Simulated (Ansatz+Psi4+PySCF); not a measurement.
Values are calculated unless marked as measured or tabulated.
## Ansatz (development build ahead of 0.2.0) run

```yaml
crystal:
  periodic: [false, false, false]
  atoms:
    - { symbol: "N", position_ang: [0.0, 0.0, 0.0] }
    - { symbol: "N", position_ang: [0.0, 0.0, 1.29] }
basis:
  gaussian: { orbitals: cc-pVTZ }
magnetization:
  spin_polarized: true
  initial_magnetization: 2
hamiltonian:
  xc: hf
correlation:
  method: mp2
  frozen_orbitals: { "N": 1 }
scf:
  omitted_lower_state_checks: [stability, starts, atomic_configurations, cluster_reference, orbital_swaps, given_window_search, neighbouring_geometries, increment]
```

The input is written out in the form of the current development build from the run's settings.

Output:

```yaml
Converged: yes
Reference_energy: -108.69941 hartree
Correlation_energy: -0.37658 hartree
Total_energy: -109.07599 hartree
Spin_squared_of_the_determinant: 2.036
Occupied_orbitals_by_symmetry_in_an_Abelian_subgroup_alpha;_beta: 3 Ag 2 B1u 1 B2g 1 B2u 1 B3u; 2 Ag 2 B1u 1 B2u 1 B3u
```

The reference isn't the lowest determinant (another lies 2.38 eV lower), but the same method gives a higher total on the lower determinant. Caution: large share of triples, a single reference is doubtful; another spin multiplicity may lie lower.
